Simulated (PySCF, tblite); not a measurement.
3,3,3-trifluoropropene, C3H3F3.
Numbering: `[CH2:1]=[CH:2][C:3]([F:4])([F:5])[F:6]` (hydrogens: H7, H8 on C1; H9 on C2)

Computed with GFN2-xTB (tblite), gas phase: Langevin dynamics at 400 K from the optimised GFN2-xTB geometry, time step 0.5 fs, friction 0.01 fs⁻¹, 2000 steps. Over the second half of the run the saved frames average 336 K.

Frame at 250 fs, instantaneous temperature 269 K:
```
atom  x, y, z in Å
C1      1.474   -0.160   -0.097
C2      0.289   -0.626   -0.558
C3     -1.014   -0.357    0.135
F4     -1.172    1.000    0.206
F5     -2.120   -0.959   -0.373
F6     -1.020   -0.779    1.410
H7      2.294   -0.421   -0.651
H8      1.603    0.514    0.708
H9      0.093   -1.265   -1.413
```

Frame at 425 fs, instantaneous temperature 417 K:
```
atom  x, y, z in Å
C1      1.338   -0.888   -0.743
C2      0.068   -0.519   -0.854
C3     -0.926   -0.367    0.263
F4     -1.297    0.952    0.282
F5     -2.010   -1.123   -0.009
F6     -0.484   -0.810    1.468
H7      1.974   -1.295   -1.528
H8      1.756   -1.058    0.269
H9     -0.359   -0.317   -1.793
```

Frame at 625 fs, instantaneous temperature 401 K:
```
atom  x, y, z in Å
C1      0.564   -1.418   -0.844
C2     -0.318   -0.403   -0.788
C3     -0.973   -0.064    0.520
F4     -1.446    1.179    0.642
F5     -2.098   -0.744    0.700
F6     -0.133   -0.273    1.527
H7      1.040   -1.740   -1.766
H8      0.934   -2.018    0.027
H9     -0.845   -0.053   -1.620
```

Frame at 800 fs, instantaneous temperature 350 K:
```
atom  x, y, z in Å
C1     -0.128   -0.736   -1.342
C2     -1.076   -0.314   -0.578
C3     -1.023    0.249    0.834
F4     -1.178    1.596    0.798
F5     -2.046   -0.197    1.644
F6      0.064   -0.120    1.416
H7     -0.316   -1.093   -2.348
H8      0.888   -0.777   -1.057
H9     -2.038   -0.369   -1.041
```

Frame at 1000 fs, instantaneous temperature 313 K:
```
atom  x, y, z in Å
C1     -0.606   -0.003   -1.577
C2     -1.605    0.197   -0.769
C3     -1.234    0.439    0.745
F4     -1.544    1.696    1.147
F5     -2.048   -0.340    1.468
F6     -0.037    0.151    1.054
H7     -0.806    0.016   -2.673
H8      0.310   -0.283   -1.162
H9     -2.661    0.463   -0.924
```

Problem. What do single points at PBE0/pcSseg-1 (PySCF, gas phase) give on these frames?

Solution. 
| t (fs) | GFN2-xTB E above start (eV) | DFT E above lowest frame (eV) | HOMO (eV) | LUMO (eV) | dipole (D) |
| --- | --- | --- | --- | --- | --- |
| 250 | 0.30 | 0.14 | -8.68 | -1.24 | 2.58 |
| 425 | 0.29 | 0.00 | -8.66 | -0.90 | 2.22 |
| 625 | 0.31 | 0.09 | -8.72 | -1.17 | 2.59 |
| 800 | 0.29 | 0.03 | -8.95 | -0.61 | 2.44 |
| 1000 | 0.41 | 0.19 | -8.77 | -0.62 | 2.17 |

The two levels order the frames alike by energy but for pairs within 0.08 eV at one level; measured from each level's lowest frame they differ by 0.13 eV at most. The HOMO–LUMO gap runs from 7.44 to 8.34 eV. These are instantaneous structures, not minima.

Problem. And the isotropic GIAO shieldings (ppm) from the same runs?

Solution. 
| atom | 250 fs | 425 fs | 625 fs | 800 fs | 1000 fs | mean | range |
| --- | --- | --- | --- | --- | --- | --- | --- |
| C1 | 52.6 | 56.1 | 43.3 | 61.2 | 62.3 | 55.1 | 19.0 |
| C2 | 41.9 | 48.6 | 50.3 | 53.4 | 42.5 | 47.3 | 11.5 |
| C3 | 50.8 | 50.3 | 58.2 | 55.7 | 58.9 | 54.8 | 8.6 |
| F4 | 225.8 | 236.8 | 257.3 | 239.6 | 245.2 | 240.9 | 31.5 |
| F5 | 250.2 | 239.1 | 238.8 | 236.1 | 258.0 | 244.4 | 21.9 |
| F6 | 230.6 | 263.6 | 267.0 | 278.0 | 293.5 | 266.5 | 62.9 |
| H7 | 26.4 | 25.2 | 25.3 | 25.7 | 25.3 | 25.6 | 1.2 |
| H8 | 25.2 | 25.4 | 24.4 | 26.5 | 25.7 | 25.4 | 2.1 |
| H9 | 24.9 | 26.0 | 25.9 | 25.9 | 25.0 | 25.5 | 1.1 |

What follows is the cost of the whole dynamics run. Hardware: one thread of an Intel Xeon at 2.50 GHz, on a shared host. Cost: 16 s of wall time, 0.18 GiB resident at most.
